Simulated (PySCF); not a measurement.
**J couplings in 1,3-pentadiyne**

Geometry (Å), atoms numbered from 1 in this order:
```xyz
9

C     2.4001    1.9224    0.9307
C     1.4920    1.1862    0.5922
C     0.4672    0.3580    0.2110
C    -0.4422   -0.3787   -0.1269
C    -1.5256   -1.2534   -0.5272
H     3.2033    2.5699    1.2294
H    -2.5030   -0.7995   -0.2992
H    -1.4901   -1.4559   -1.6093
H    -1.4690   -2.2184    0.0008
```

Couplings: B3LYP/pcJ-1 in PySCF 2.14, geometry PBE0-D3(BJ)/def2-SVP; gas phase, one conformer, non-relativistic. Couplings are averaged over pairs made equivalent by symmetry, fast rotation or ring inversion, so a value needn't be that of the named pair in this geometry, while other rotamers aren't included; one pair stands for each set, and the list holds those of at least 1.5 Hz over up to four bonds.

Isotopes: 13C, 1H.

```json
{"pair": "C1, C2", "bonds": "1", "J (Hz)": "230.1"}
{"pair": "C1, H6", "bonds": "1", "J (Hz)": "282.0"}
{"pair": "C2, C3", "bonds": "1", "J (Hz)": "177.2"}
{"pair": "C3, C4", "bonds": "1", "J (Hz)": "230.0"}
{"pair": "C4, C5", "bonds": "1", "J (Hz)": "78.9"}
{"pair": "C5, H7", "bonds": "1", "J (Hz)": "139.5"}
{"pair": "C1, C3", "bonds": "2", "J (Hz)": "17.9"}
{"pair": "C2, C4", "bonds": "2", "J (Hz)": "?"}
{"pair": "C2, H6", "bonds": "2", "J (Hz)": "54.9"}
{"pair": "C3, C5", "bonds": "2", "J (Hz)": "14.0"}
{"pair": "C4, H7", "bonds": "2", "J (Hz)": "?"}
{"pair": "H7, H8", "bonds": "2", "J (Hz)": "?"}
{"pair": "C1, C4", "bonds": "3", "J (Hz)": "22.8"}
{"pair": "C2, C5", "bonds": "3", "J (Hz)": "3.4"}
{"pair": "C3, H6", "bonds": "3", "J (Hz)": "8.2"}
{"pair": "C3, H7", "bonds": "3", "J (Hz)": "?"}
{"pair": "C2, H7", "bonds": "4", "J (Hz)": "?"}
```

Q: Estimate the withheld couplings, with signs.

A: 
- 2J(C2,C4) = 17.8 Hz (angle at C3 180°)
- 2J(C4,H7) = -12.0 Hz
- 2J(H7,H8) = -18.9 Hz
- 3J(C3,H7) = 6.2 Hz
- 4J(C2,H7) = -5.1 Hz
